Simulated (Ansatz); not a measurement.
Mulliken charges of C$_{2}$H$_{5}$NS (`CC(=N)S`) from r2SCAN/def2-TZVPP in Ansatz (PBE0-D4/def2-TZVP geometry).

```csv
atom,x (Å),y (Å),z (Å),charge (e)
C1,0.540,0.823,-0.338,-0.112
C2,-0.044,-0.523,-0.054,0.103
N3,0.371,-1.552,-0.655,-0.305
S4,-1.341,-0.591,1.163,-0.129
H5,0.969,1.255,0.569,0.064
H6,-0.231,1.508,-0.701,0.064
H7,1.317,0.719,-1.094,0.073
H8,-0.112,-2.402,-0.366,0.149
H9,-1.380,0.717,1.460,0.093
```

Question: By hand: the dipole of these point charges (1 e Å = 4.8032 D).

Answer: Σ q r = (-0.007, 0.342, 0.075) e Å, of length 0.350 e Å = 1.68 D.

Question: How does the dipole of the full density compare? (Best estimate.)

Answer: The calculation gave: (-0.115, 0.368, 0.182) e Å, 2.05 D; the point charges give 0.82 times that, at 20° from its direction.

Point charges leave out the atoms' own dipoles, such as those of lone pairs, and Mulliken's split depends on the basis, so the two needn't agree.
